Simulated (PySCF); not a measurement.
XPS shifts beside NMR shieldings

Compound: C5H7 (charge +1).
Cartesian coordinates in Å at the PBE0-D3(BJ)/def2-SVP level; atoms count from 1:
```xyz
12
C5H7 angstrom
C      2.1946   -1.1907    0.5146
C      1.1440   -0.6190    0.2651
C     -0.0509    0.0275   -0.0162
C     -1.3187   -0.6710    0.2022
C     -0.0269    1.3987   -0.5286
H      3.1264   -1.6961    0.7352
H     -1.2511   -1.4967    0.9217
H     -1.5712   -1.1192   -0.7861
H     -2.1399    0.0260    0.4274
H     -0.0978    2.0437    0.3772
H     -0.9172    1.6315   -1.1312
H      0.9111    1.6639   -1.0333
```

Binding energies: delta-SCF UKS SCAN, pcX-2 on the ionised atom, pcseg-1 elsewhere, spin-free X2C (PySCF 2.14.0). Shieldings: GIAO KT2/pcSseg-2, non-relativistic, same geometry.

```tsv
atom	C 1s (eV)
C1	297.04
C2	296.91
C3	298.97
C4	296.62
```

What are the absolute isotropic shieldings of these atoms?

| atom | environment | C 1s (eV) | isotropic shielding (ppm) |
| --- | --- | --- | --- |
| C4 | methyl carbon | 296.62 | 130.3 |
| C2 | carbon bonded to 2 C | 296.91 | 73.7 |
| C1 | carbon bonded to C and H | 297.04 | -21.2 |
| C3 | carbon bonded to 3 C | 298.97 | -83.1 |

Among the listed atoms, is the one with the highest binding energy also the least shielded?

Yes: C3 has both (298.97 eV, -83.1 ppm).

By binding energy: C4 < C2 < C1 < C3. By shielding: C3 < C1 < C2 < C4.

Of atoms equivalent by bonding only the ionised one is listed; its partners' own values can differ in this conformer. Spin contamination (⟨S²⟩ against 0.75 for a pure doublet) is marked for C 1s of C1 (0.94) and C 1s of C3 (1.00), which makes these values less certain. The species carries charge +1, so core ionisation leaves charge +2. Isolated species at its PBE0-D3(BJ)/def2-SVP geometry, gas phase.
